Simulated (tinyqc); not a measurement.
Inside a calculation (part 1 of 2). Method: UHF in the sto-3g basis, for OH+, spin multiplicity 3. Computed by tinyqc, a small Python program that keeps every step (integrals from PySCF). Settings: charge = 1, multiplicity = 3, basis = sto-3g, energy threshold = 1e-09, iteration cap = 85, orthogonalisation = canonical, start = core, DIIS depth = 0, damping = 0.3, method = UHF. Command: `OMP_NUM_THREADS=1 python tinyqc.py 20313 20314 out.jsonl` (the two numbers bound the seeds that draw the settings). One thread of a shared host (Intel(R) Xeon(R) Processor @ 2.60GHz), about 0.1 s of CPU time with the checks. Later iterations appear only in the table of the cycle.

## One-electron integrals

Geometry (angstrom):
```
atom,x,y,z
O,0.0000,0.0000,0.0000
H,0.0000,0.0000,1.5510
```

Basis sto-3g: exponents (1/bohr^2) and contraction coefficients of normalised primitives:
```
element,l (shell),exponent,coefficient
O,s (1),130.7093,0.1543
O,s (1),23.8089,0.5353
O,s (1),6.4436,0.4446
O,s (2),5.0332,-0.1000
O,s (2),1.1696,0.3995
O,s (2),0.3804,0.7001
O,p (3),5.0332,0.1559
O,p (3),1.1696,0.6077
O,p (3),0.3804,0.3920
H,s (1),3.4253,0.1543
H,s (1),0.6239,0.5353
H,s (1),0.1689,0.4446
```

Overlap, kinetic and nuclear-attraction integrals over the contracted functions; the nuclear repulsion is the sum of Za Zb / Rab.

nuclear repulsion = 2.729476 hartree

overlap S, lower triangle:
```
,1O 1s,1O 2s,1O 2px,1O 2py,1O 2pz,2H 1s
1O 1s,1.0000
1O 2s,0.2367,1.0000
1O 2px,0.0000,0.0000,1.0000
1O 2py,0.0000,0.0000,0.0000,1.0000
1O 2pz,0.0000,0.0000,0.0000,0.0000,1.0000
2H 1s,0.0138,0.1813,0.0000,0.0000,0.1823,1.0000
```

kinetic energy T (hartree), lower triangle:
```
,1O 1s,1O 2s,1O 2px,1O 2py,1O 2pz,2H 1s
1O 1s,29.0032
1O 2s,-0.1680,0.8081
1O 2px,0.0000,0.0000,2.5287
1O 2py,0.0000,0.0000,0.0000,2.5287
1O 2pz,0.0000,0.0000,0.0000,0.0000,2.5287
2H 1s,-0.0040,-0.0102,0.0000,0.0000,0.0268,0.7600
```

nuclear attraction V (hartree), lower triangle:
```
,1O 1s,1O 2s,1O 2px,1O 2py,1O 2pz,2H 1s
1O 1s,-60.9596
1O 2s,-7.2638,-9.3931
1O 2px,0.0000,0.0000,-9.3088
1O 2py,0.0000,0.0000,0.0000,-9.3088
1O 2pz,-0.0059,-0.0745,0.0000,0.0000,-9.3440
2H 1s,-0.4317,-1.1645,0.0000,0.0000,-1.0002,-3.9472
```

core Hamiltonian H = T + V (hartree), lower triangle:
```
,1O 1s,1O 2s,1O 2px,1O 2py,1O 2pz,2H 1s
1O 1s,-31.9564
1O 2s,-7.4319,-8.5849
1O 2px,0.0000,0.0000,-6.7801
1O 2py,0.0000,0.0000,0.0000,-6.7801
1O 2pz,-0.0059,-0.0745,0.0000,0.0000,-6.8152
2H 1s,-0.4357,-1.1747,0.0000,0.0000,-0.9734,-3.1872
```

## Two-electron integrals

Functions are numbered as in S; the eight-fold symmetry (ij|kl) = (ji|kl) = (kl|ij) leaves the list below.

Two-electron integrals (ij|kl) in chemists' order, unique and non-zero (hartree):
```
i,j,k,l,(ij|kl)
1,1,1,1,4.7851
2,1,1,1,0.7414
2,1,2,1,0.1369
2,2,1,1,1.1189
2,2,2,1,0.2566
2,2,2,2,0.8172
3,1,3,1,0.0245
3,2,3,1,0.0378
3,2,3,2,0.1805
3,3,1,1,1.1158
3,3,2,1,0.2567
3,3,2,2,0.8170
3,3,3,3,0.8802
4,1,4,1,0.0245
4,2,4,1,0.0378
4,2,4,2,0.1805
4,3,4,3,0.0474
4,4,1,1,1.1158
4,4,2,1,0.2567
4,4,2,2,0.8170
4,4,3,3,0.7853
4,4,4,4,0.8802
5,1,5,1,0.0245
5,2,5,1,0.0378
5,2,5,2,0.1805
5,3,5,3,0.0474
5,4,5,4,0.0474
5,5,1,1,1.1158
5,5,2,1,0.2567
5,5,2,2,0.8170
5,5,3,3,0.7853
5,5,4,4,0.7853
5,5,5,5,0.8802
6,1,1,1,0.0435
6,1,2,1,0.0080
6,1,2,2,0.0149
6,1,3,3,0.0149
6,1,4,4,0.0149
6,1,5,1,3.34e-04
6,1,5,2,0.0006
6,1,5,5,0.0149
6,1,6,1,4.70e-04
6,2,1,1,0.1318
6,2,2,1,0.0307
6,2,2,2,0.1120
6,2,3,3,0.1100
6,2,4,4,0.1100
6,2,5,1,0.0022
6,2,5,2,0.0190
6,2,5,5,0.1158
6,2,6,1,0.0018
6,2,6,2,0.0211
6,3,3,1,0.0029
6,3,3,2,0.0180
6,3,5,3,0.0037
6,3,6,3,0.0027
6,4,4,1,0.0029
6,4,4,2,0.0180
6,4,5,4,0.0037
6,4,6,4,0.0027
6,5,1,1,0.1078
6,5,2,1,0.0254
6,5,2,2,0.0991
6,5,3,3,0.0950
6,5,4,4,0.0950
6,5,5,1,0.0044
6,5,5,2,0.0329
6,5,5,5,0.1071
6,5,6,1,0.0016
6,5,6,2,0.0228
6,5,6,5,0.0271
6,6,1,1,0.3400
6,6,2,1,0.0805
6,6,2,2,0.3377
6,6,3,3,0.3278
6,6,4,4,0.3278
6,6,5,1,0.0057
6,6,5,2,0.0699
6,6,5,5,0.3573
6,6,6,1,0.0048
6,6,6,2,0.0901
6,6,6,5,0.1123
6,6,6,6,0.7746
```

## Orthogonalisation

S = U s U^T; canonical form X = U s^(-1/2), so that X^T S X = 1. Each column of U has its largest component positive (the first on a tie).

eigenvalues of S: 0.6838  0.8594  1.0000  1.0000  1.1269  1.3298

X:
```
,1,2,3,4,5,6
1O 1s,-0.5582,0.5857,0.0000,0.0000,-0.4838,0.4144
1O 2s,0.7825,-0.3178,0.0000,0.0000,-0.2846,0.5507
1O 2px,0.0000,0.0000,0.9580,-0.2868,0.0000,0.0000
1O 2py,0.0000,0.0000,0.2868,0.9580,0.0000,0.0000
1O 2pz,0.3665,0.6717,0.0000,0.0000,0.6208,0.2546
2H 1s,-0.6358,-0.5181,0.0000,0.0000,0.4323,0.4607
```

Within a degenerate level the vectors are fixed only up to a rotation; this is one choice.

## Starting guess

The start is the orbitals of the core Hamiltonian; D(s) = C_occ C_occ^T for each spin.

D(alpha) at the start, lower triangle:
```
,1O 1s,1O 2s,1O 2px,1O 2py,1O 2pz,2H 1s
1O 1s,1.0601
1O 2s,-0.2547,1.0793
1O 2px,0.0000,0.0000,1.0000
1O 2py,0.0000,0.0000,0.0000,1.0000
1O 2pz,-0.0041,0.0218,0.0000,0.0000,1.0232
2H 1s,0.0153,-0.0630,0.0000,0.0000,-0.0807,0.0098
```

D(beta) at the start, lower triangle:
```
,1O 1s,1O 2s,1O 2px,1O 2py,1O 2pz,2H 1s
1O 1s,1.0601
1O 2s,-0.2547,1.0793
1O 2px,0.0000,0.0000,0.0000
1O 2py,0.0000,0.0000,0.0000,0.0000
1O 2pz,-0.0041,0.0218,0.0000,0.0000,1.0232
2H 1s,0.0153,-0.0630,0.0000,0.0000,-0.0807,0.0098
```

## Iteration 1: building the Fock matrix

J_ij = sum D_kl (ij|kl) with D = D(alpha) + D(beta), K_ij = sum D_kl (ik|jl) for each spin; F = H + J - K(s); E = tr D H + tr D J / 2 - 0.5 sum_s tr D(s) K(s) + E_nn.

Coulomb J (hartree), lower triangle:
```
,1O 1s,1O 2s,1O 2px,1O 2py,1O 2pz,2H 1s
1O 1s,16.2616
1O 2s,3.0111,7.1283
1O 2px,0.0000,0.0000,7.0892
1O 2py,0.0000,0.0000,0.0000,7.0892
1O 2pz,0.0010,0.0011,0.0000,0.0000,7.1837
2H 1s,0.1759,0.9377,0.0000,0.0000,0.8163,2.7172
```

exchange K(alpha) (hartree), lower triangle:
```
,1O 1s,1O 2s,1O 2px,1O 2py,1O 2pz,2H 1s
1O 1s,4.9169
1O 2s,0.8564,1.4261
1O 2px,0.0000,0.0000,1.1749
1O 2py,0.0000,0.0000,0.0000,1.1749
1O 2pz,0.0002,0.0018,0.0000,0.0000,1.1760
2H 1s,0.0536,0.1618,0.0000,0.0000,0.1047,0.0347
```

exchange K(beta) (hartree), lower triangle:
```
,1O 1s,1O 2s,1O 2px,1O 2py,1O 2pz,2H 1s
1O 1s,4.8680
1O 2s,0.7808,1.0650
1O 2px,0.0000,0.0000,0.2473
1O 2py,0.0000,0.0000,0.0000,0.2473
1O 2pz,0.0002,0.0018,0.0000,0.0000,1.0811
2H 1s,0.0478,0.1259,0.0000,0.0000,0.0973,0.0293
```

F(alpha) (hartree), lower triangle:
```
,1O 1s,1O 2s,1O 2px,1O 2py,1O 2pz,2H 1s
1O 1s,-20.6118
1O 2s,-5.2771,-2.8827
1O 2px,0.0000,0.0000,-0.8658
1O 2py,0.0000,0.0000,0.0000,-0.8658
1O 2pz,-0.0051,-0.0752,0.0000,0.0000,-0.8075
2H 1s,-0.3134,-0.3988,0.0000,0.0000,-0.2618,-0.5048
```

F(beta) (hartree), lower triangle:
```
,1O 1s,1O 2s,1O 2px,1O 2py,1O 2pz,2H 1s
1O 1s,-20.5629
1O 2s,-5.2015,-2.5217
1O 2px,0.0000,0.0000,0.0618
1O 2py,0.0000,0.0000,0.0000,0.0618
1O 2pz,-0.0051,-0.0752,0.0000,0.0000,-0.7126
2H 1s,-0.3077,-0.3629,0.0000,0.0000,-0.2544,-0.4994
```

total energy of this density = -73.766919 hartree

This density is the starting one.

## Iteration 1: diagonalisation and new density

Diagonalise F' = X^T F X, C = X C', fill 5 alpha and 3 beta electrons from the bottom; D(s) = C_occ C_occ^T; the new density keeps 0.3 of the old one (damping). Each column has its largest component positive (the first on a tie).

F' = X^T F X (alpha) (hartree), lower triangle:
```
,1,2,3,4,5,6
1,-3.6340
2,3.9742,-5.6277
3,0.0000,0.0000,-0.8658
4,0.0000,0.0000,0.0000,-0.8658
5,-4.0017,5.3000,0.0000,0.0000,-6.7990
6,3.6356,-5.4381,0.0000,0.0000,6.2309,-7.3868
```

orbital energies (alpha) (hartree): MO1 -20.6208, MO2 -1.6295, MO3 -0.8658, MO4 -0.8658, MO5 -0.8248, MO6 -0.3725

coefficients C (alpha):
```
,MO1,MO2,MO3,MO4,MO5,MO6
1O 1s,0.9944,-0.2632,0.0000,0.0000,0.0335,0.0333
1O 2s,0.0227,1.0198,0.0000,0.0000,-0.1455,-0.1891
1O 2px,0.0000,0.0000,-0.1876,0.9823,0.0000,0.0000
1O 2py,0.0000,0.0000,0.9823,0.1876,0.0000,0.0000
1O 2pz,0.0008,0.0907,0.0000,0.0000,0.9240,-0.4166
2H 1s,-0.0024,0.0228,0.0000,0.0000,0.2402,1.0068
```

F' = X^T F X (beta) (hartree), lower triangle:
```
,1,2,3,4,5,6
1,-3.4840
2,3.9292,-5.5552
3,0.0000,0.0000,0.0618
4,0.0000,0.0000,0.0000,0.0618
5,-4.0482,5.3592,0.0000,0.0000,-6.7072
6,3.7858,-5.4739,0.0000,0.0000,6.1580,-7.2049
```

orbital energies (beta) (hartree): MO1 -20.5691, MO2 -1.2915, MO3 -0.7354, MO4 -0.3553, MO5 0.0618, MO6 0.0618

coefficients C (beta):
```
,MO1,MO2,MO3,MO4,MO5,MO6
1O 1s,0.9954,-0.2557,0.0509,0.0387,0.0000,0.0000
1O 2s,0.0187,1.0022,-0.2196,-0.2108,0.0000,0.0000
1O 2px,0.0000,0.0000,0.0000,0.0000,0.9896,-0.1437
1O 2py,0.0000,0.0000,0.0000,0.0000,0.1437,0.9896
1O 2pz,0.0007,0.1303,0.8877,-0.4802,0.0000,0.0000
2H 1s,-0.0020,0.0724,0.3033,0.9872,0.0000,0.0000
```

D(alpha) after iteration 1, lower triangle:
```
,1O 1s,1O 2s,1O 2px,1O 2py,1O 2pz,2H 1s
1O 1s,1.0595
1O 2s,-0.2519,1.0670
1O 2px,0.0000,0.0000,1.0000
1O 2py,0.0000,0.0000,0.0000,1.0000
1O 2pz,0.0042,-0.0228,0.0000,0.0000,0.9104
2H 1s,0.0043,-0.0271,0.0000,0.0000,0.1326,0.0437
```

D(beta) after iteration 1, lower triangle:
```
,1O 1s,1O 2s,1O 2px,1O 2py,1O 2pz,2H 1s
1O 1s,1.0592
1O 2s,-0.2506,1.0609
1O 2px,0.0000,0.0000,0.0000
1O 2py,0.0000,0.0000,0.0000,0.0000
1O 2pz,0.0076,-0.0385,0.0000,0.0000,0.8705
2H 1s,0.0010,-0.0148,0.0000,0.0000,0.1709,0.0710
```

Within a degenerate level the vectors are fixed only up to a rotation; this is one choice.

## Iteration 2: building the Fock matrix

As before.

Coulomb J (hartree), lower triangle:
```
,1O 1s,1O 2s,1O 2px,1O 2py,1O 2pz,2H 1s
1O 1s,16.0870
1O 2s,2.9720,7.0305
1O 2px,0.0000,0.0000,6.9949
1O 2py,0.0000,0.0000,0.0000,6.9949
1O 2pz,-0.0009,0.0052,0.0000,0.0000,7.0792
2H 1s,0.1736,0.9331,0.0000,0.0000,0.8179,2.7911
```

exchange K(alpha) (hartree), lower triangle:
```
,1O 1s,1O 2s,1O 2px,1O 2py,1O 2pz,2H 1s
1O 1s,4.9137
1O 2s,0.8529,1.4132
1O 2px,0.0000,0.0000,1.1704
1O 2py,0.0000,0.0000,0.0000,1.1704
1O 2pz,0.0005,-0.0039,0.0000,0.0000,1.1235
2H 1s,0.0537,0.1866,0.0000,0.0000,0.1750,0.1099
```

exchange K(beta) (hartree), lower triangle:
```
,1O 1s,1O 2s,1O 2px,1O 2py,1O 2pz,2H 1s
1O 1s,4.8635
1O 2s,0.7759,1.0453
1O 2px,0.0000,0.0000,0.2407
1O 2py,0.0000,0.0000,0.0000,0.2407
1O 2pz,0.0004,-0.0109,0.0000,0.0000,1.0022
2H 1s,0.0480,0.1572,0.0000,0.0000,0.1798,0.1346
```

F(alpha) (hartree), lower triangle:
```
,1O 1s,1O 2s,1O 2px,1O 2py,1O 2pz,2H 1s
1O 1s,-20.7831
1O 2s,-5.3127,-2.9676
1O 2px,0.0000,0.0000,-0.9557
1O 2py,0.0000,0.0000,0.0000,-0.9557
1O 2pz,-0.0073,-0.0655,0.0000,0.0000,-0.8596
2H 1s,-0.3158,-0.4282,0.0000,0.0000,-0.3305,-0.5060
```

F(beta) (hartree), lower triangle:
```
,1O 1s,1O 2s,1O 2px,1O 2py,1O 2pz,2H 1s
1O 1s,-20.7329
1O 2s,-5.2357,-2.5996
1O 2px,0.0000,0.0000,-0.0260
1O 2py,0.0000,0.0000,0.0000,-0.0260
1O 2pz,-0.0072,-0.0585,0.0000,0.0000,-0.7383
2H 1s,-0.3101,-0.3988,0.0000,0.0000,-0.3353,-0.5307
```

total energy of this density = -73.881997 hartree

This density is a damped mixture and is not idempotent.

## Iteration 2: diagonalisation and new density

As before.

F' = X^T F X (alpha) (hartree), lower triangle:
```
,1,2,3,4,5,6
1,-3.6498
2,4.0683,-5.6720
3,0.0000,0.0000,-0.9557
4,0.0000,0.0000,0.0000,-0.9557
5,-4.0271,5.3166,0.0000,0.0000,-6.9068
6,3.6379,-5.4780,0.0000,0.0000,6.2558,-7.4915
```

orbital energies (alpha) (hartree): MO1 -20.7918, MO2 -1.7111, MO3 -0.9557, MO4 -0.9557, MO5 -0.9043, MO6 -0.3129

coefficients C (alpha):
```
,MO1,MO2,MO3,MO4,MO5,MO6
1O 1s,0.9945,-0.2625,0.0000,0.0000,0.0335,0.0355
1O 2s,0.0223,1.0178,0.0000,0.0000,-0.1496,-0.1970
1O 2px,0.0000,0.0000,0.2716,0.9624,0.0000,0.0000
1O 2py,0.0000,0.0000,0.9624,-0.2716,0.0000,0.0000
1O 2pz,0.0008,0.0768,0.0000,0.0000,0.8982,-0.4722
2H 1s,-0.0023,0.0371,0.0000,0.0000,0.3000,0.9902
```

F' = X^T F X (beta) (hartree), lower triangle:
```
,1,2,3,4,5,6
1,-3.4888
2,4.0304,-5.5915
3,0.0000,0.0000,-0.0260
4,0.0000,0.0000,0.0000,-0.0260
5,-4.0586,5.3914,0.0000,0.0000,-6.8167
6,3.8048,-5.5001,0.0000,0.0000,6.1756,-7.3156
```

orbital energies (beta) (hartree): MO1 -20.7389, MO2 -1.3674, MO3 -0.8128, MO4 -0.2934, MO5 -0.0260, MO6 -0.0260

coefficients C (beta):
```
,MO1,MO2,MO3,MO4,MO5,MO6
1O 1s,0.9955,-0.2545,0.0523,0.0421,0.0000,0.0000
1O 2s,0.0183,0.9972,-0.2316,-0.2218,0.0000,0.0000
1O 2px,0.0000,0.0000,0.0000,0.0000,0.9994,-0.0334
1O 2py,0.0000,0.0000,0.0000,0.0000,0.0334,0.9994
1O 2pz,0.0007,0.1037,0.8352,-0.5722,0.0000,0.0000
2H 1s,-0.0019,0.1018,0.4031,0.9482,0.0000,0.0000
```

D(alpha) after iteration 2, lower triangle:
```
,1O 1s,1O 2s,1O 2px,1O 2py,1O 2pz,2H 1s
1O 1s,1.0592
1O 2s,-0.2506,1.0612
1O 2px,0.0000,0.0000,1.0000
1O 2py,0.0000,0.0000,0.0000,1.0000
1O 2pz,0.0088,-0.0462,0.0000,0.0000,0.8419
2H 1s,-0.0001,-0.0132,0.0000,0.0000,0.2304,0.0771
```

D(beta) after iteration 2, lower triangle:
```
,1O 1s,1O 2s,1O 2px,1O 2py,1O 2pz,2H 1s
1O 1s,1.0588
1O 2s,-0.2485,1.0521
1O 2px,0.0000,0.0000,0.0000
1O 2py,0.0000,0.0000,0.0000,0.0000
1O 2pz,0.0149,-0.0746,0.0000,0.0000,0.7569
2H 1s,-0.0044,0.0012,0.0000,0.0000,0.2943,0.1423
```

Within a degenerate level the vectors are fixed only up to a rotation; this is one choice.

## Iteration 3: building the Fock matrix

As before.

Coulomb J (hartree), lower triangle:
```
,1O 1s,1O 2s,1O 2px,1O 2py,1O 2pz,2H 1s
1O 1s,15.9593
1O 2s,2.9433,6.9563
1O 2px,0.0000,0.0000,6.9235
1O 2py,0.0000,0.0000,0.0000,6.9235
1O 2pz,-0.0022,0.0076,0.0000,0.0000,6.9993
2H 1s,0.1719,0.9290,0.0000,0.0000,0.8183,2.8492
```

exchange K(alpha) (hartree), lower triangle:
```
,1O 1s,1O 2s,1O 2px,1O 2py,1O 2pz,2H 1s
1O 1s,4.9118
1O 2s,0.8506,1.4040
1O 2px,0.0000,0.0000,1.1675
1O 2py,0.0000,0.0000,0.0000,1.1675
1O 2pz,0.0006,-0.0090,0.0000,0.0000,1.0850
2H 1s,0.0538,0.1978,0.0000,0.0000,0.2067,0.1572
```

exchange K(beta) (hartree), lower triangle:
```
,1O 1s,1O 2s,1O 2px,1O 2py,1O 2pz,2H 1s
1O 1s,4.8603
1O 2s,0.7720,1.0280
1O 2px,0.0000,0.0000,0.2355
1O 2py,0.0000,0.0000,0.0000,0.2355
1O 2pz,0.0005,-0.0230,0.0000,0.0000,0.9302
2H 1s,0.0480,0.1716,0.0000,0.0000,0.2191,0.2154
```

F(alpha) (hartree), lower triangle:
```
,1O 1s,1O 2s,1O 2px,1O 2py,1O 2pz,2H 1s
1O 1s,-20.9089
1O 2s,-5.3392,-3.0326
1O 2px,0.0000,0.0000,-1.0242
1O 2py,0.0000,0.0000,0.0000,-1.0242
1O 2pz,-0.0087,-0.0579,0.0000,0.0000,-0.9009
2H 1s,-0.3176,-0.4435,0.0000,0.0000,-0.3619,-0.4951
```

F(beta) (hartree), lower triangle:
```
,1O 1s,1O 2s,1O 2px,1O 2py,1O 2pz,2H 1s
1O 1s,-20.8574
1O 2s,-5.2606,-2.6566
1O 2px,0.0000,0.0000,-0.0922
1O 2py,0.0000,0.0000,0.0000,-0.0922
1O 2pz,-0.0085,-0.0439,0.0000,0.0000,-0.7461
2H 1s,-0.3118,-0.4173,0.0000,0.0000,-0.3742,-0.5534
```

total energy of this density = -73.940574 hartree

This density is a damped mixture and is not idempotent.

## Iteration 3: diagonalisation and new density

As before.

F' = X^T F X (alpha) (hartree), lower triangle:
```
,1,2,3,4,5,6
1,-3.6733
2,4.1281,-5.7140
3,0.0000,0.0000,-1.0242
4,0.0000,0.0000,0.0000,-1.0242
5,-4.0502,5.3240,0.0000,0.0000,-6.9769
6,3.6350,-5.5093,0.0000,0.0000,6.2849,-7.5592
```

orbital energies (alpha) (hartree): MO1 -20.9174, MO2 -1.7734, MO3 -1.0242, MO4 -1.0242, MO5 -0.9556, MO6 -0.2771

coefficients C (alpha):
```
,MO1,MO2,MO3,MO4,MO5,MO6
1O 1s,0.9946,-0.2624,0.0000,0.0000,0.0312,0.0366
1O 2s,0.0220,1.0181,0.0000,0.0000,-0.1412,-0.2012
1O 2px,0.0000,0.0000,0.1859,0.9826,0.0000,0.0000
1O 2py,0.0000,0.0000,0.9826,-0.1859,0.0000,0.0000
1O 2pz,0.0009,0.0667,0.0000,0.0000,0.8973,-0.4755
2H 1s,-0.0023,0.0389,0.0000,0.0000,0.3035,0.9890
```

F' = X^T F X (beta) (hartree), lower triangle:
```
,1,2,3,4,5,6
1,-3.5067
2,4.0941,-5.6255
3,0.0000,0.0000,-0.0922
4,0.0000,0.0000,0.0000,-0.0922
5,-4.0639,5.4182,0.0000,0.0000,-6.8845
6,3.8208,-5.5163,0.0000,0.0000,6.1997,-7.3863
```

orbital energies (beta) (hartree): MO1 -20.8632, MO2 -1.4217, MO3 -0.8542, MO4 -0.2640, MO5 -0.0922, MO6 -0.0922

coefficients C (beta):
```
,MO1,MO2,MO3,MO4,MO5,MO6
1O 1s,0.9956,-0.2545,0.0494,0.0437,0.0000,0.0000
1O 2s,0.0180,0.9979,-0.2232,-0.2271,0.0000,0.0000
1O 2px,0.0000,0.0000,0.0000,0.0000,0.9815,0.1916
1O 2py,0.0000,0.0000,0.0000,0.0000,-0.1916,0.9815
1O 2pz,0.0008,0.0801,0.8119,-0.6083,0.0000,0.0000
2H 1s,-0.0019,0.1082,0.4445,0.9287,0.0000,0.0000
```

D(alpha) after iteration 3, lower triangle:
```
,1O 1s,1O 2s,1O 2px,1O 2py,1O 2pz,2H 1s
1O 1s,1.0591
1O 2s,-0.2499,1.0583
1O 2px,0.0000,0.0000,1.0000
1O 2py,0.0000,0.0000,0.0000,1.0000
1O 2pz,0.0106,-0.0550,0.0000,0.0000,0.8193
2H 1s,-0.0022,-0.0062,0.0000,0.0000,0.2615,0.0887
```

D(beta) after iteration 3, lower triangle:
```
,1O 1s,1O 2s,1O 2px,1O 2py,1O 2pz,2H 1s
1O 1s,1.0586
1O 2s,-0.2475,1.0478
1O 2px,0.0000,0.0000,0.0000
1O 2py,0.0000,0.0000,0.0000,0.0000
1O 2pz,0.0188,-0.0933,0.0000,0.0000,0.6930
2H 1s,-0.0065,0.0065,0.0000,0.0000,0.3470,0.1892
```

Within a degenerate level the vectors are fixed only up to a rotation; this is one choice.

## Iteration 53 (converged): orbitals

converged F(alpha) (hartree), lower triangle:
```
,1O 1s,1O 2s,1O 2px,1O 2py,1O 2pz,2H 1s
1O 1s,-21.1098
1O 2s,-5.3874,-3.1669
1O 2px,0.0000,0.0000,-1.1445
1O 2py,0.0000,0.0000,0.0000,-1.1445
1O 2pz,-0.0090,-0.0538,0.0000,0.0000,-1.0905
2H 1s,-0.3200,-0.4476,0.0000,0.0000,-0.3341,-0.3343
```

converged F(beta) (hartree), lower triangle:
```
,1O 1s,1O 2s,1O 2px,1O 2py,1O 2pz,2H 1s
1O 1s,-21.0480
1O 2s,-5.2932,-2.7221
1O 2px,0.0000,0.0000,-0.1939
1O 2py,0.0000,0.0000,0.0000,-0.1939
1O 2pz,-0.0091,-0.0102,0.0000,0.0000,-0.6116
2H 1s,-0.3138,-0.4339,0.0000,0.0000,-0.4122,-0.6996
```

Diagonalise F' = X^T F X, C = X C', fill 5 alpha and 3 beta electrons from the bottom; D(s) = C_occ C_occ^T. Each column has its largest component positive (the first on a tie).

F' = X^T F X (alpha) (hartree), lower triangle:
```
,1,2,3,4,5,6
1,-3.7446
2,4.1884,-5.8421
3,0.0000,0.0000,-1.1445
4,0.0000,0.0000,0.0000,-1.1445
5,-4.1585,5.2506,0.0000,0.0000,-7.0754
6,3.5610,-5.6069,0.0000,0.0000,6.3785,-7.6300
```

orbital energies (alpha) (hartree): MO1 -21.1183, MO2 -1.9016, MO3 -1.1445, MO4 -1.1445, MO5 -1.1049, MO6 -0.1673

coefficients C (alpha):
```
,MO1,MO2,MO3,MO4,MO5,MO6
1O 1s,0.9946,-0.2633,0.0000,0.0000,0.0226,0.0358
1O 2s,0.0220,1.0233,0.0000,0.0000,-0.0985,-0.2006
1O 2px,0.0000,0.0000,-0.1051,0.9945,0.0000,0.0000
1O 2py,0.0000,0.0000,0.9945,0.1051,0.0000,0.0000
1O 2pz,0.0009,0.0647,0.0000,0.0000,0.9619,-0.3258
2H 1s,-0.0023,0.0172,0.0000,0.0000,0.1430,1.0252
```

F' = X^T F X (beta) (hartree), lower triangle:
```
,1,2,3,4,5,6
1,-3.5663
2,4.1778,-5.6566
3,0.0000,0.0000,-0.1939
4,0.0000,0.0000,0.0000,-0.1939
5,-4.0095,5.5424,0.0000,0.0000,-6.9460
6,3.9055,-5.4896,0.0000,0.0000,6.2451,-7.4848
```

orbital energies (beta) (hartree): MO1 -21.0533, MO2 -1.4849, MO3 -0.8691, MO4 -0.2464, MO5 -0.1939, MO6 -0.1939

coefficients C (beta):
```
,MO1,MO2,MO3,MO4,MO5,MO6
1O 1s,0.9958,-0.2540,0.0505,0.0405,0.0000,0.0000
1O 2s,0.0172,0.9984,-0.2405,-0.2065,0.0000,0.0000
1O 2px,0.0000,0.0000,0.0000,0.0000,0.5515,0.8341
1O 2py,0.0000,0.0000,0.0000,0.0000,0.8341,-0.5515
1O 2pz,0.0008,0.0284,0.6423,-0.7888,0.0000,0.0000
2H 1s,-0.0018,0.1196,0.6595,0.7890,0.0000,0.0000
```

D(alpha) after iteration 53, lower triangle:
```
,1O 1s,1O 2s,1O 2px,1O 2py,1O 2pz,2H 1s
1O 1s,1.0591
1O 2s,-0.2498,1.0572
1O 2px,0.0000,0.0000,1.0000
1O 2py,0.0000,0.0000,0.0000,1.0000
1O 2pz,0.0056,-0.0285,0.0000,0.0000,0.9295
2H 1s,-0.0036,0.0035,0.0000,0.0000,0.1386,0.0207
```

D(beta) after iteration 53, lower triangle:
```
,1O 1s,1O 2s,1O 2px,1O 2py,1O 2pz,2H 1s
1O 1s,1.0587
1O 2s,-0.2486,1.0548
1O 2px,0.0000,0.0000,0.0000
1O 2py,0.0000,0.0000,0.0000,0.0000
1O 2pz,0.0259,-0.1261,0.0000,0.0000,0.4134
2H 1s,0.0011,-0.0393,0.0000,0.0000,0.4270,0.4493
```

Within a degenerate level the vectors are fixed only up to a rotation; this is one choice.
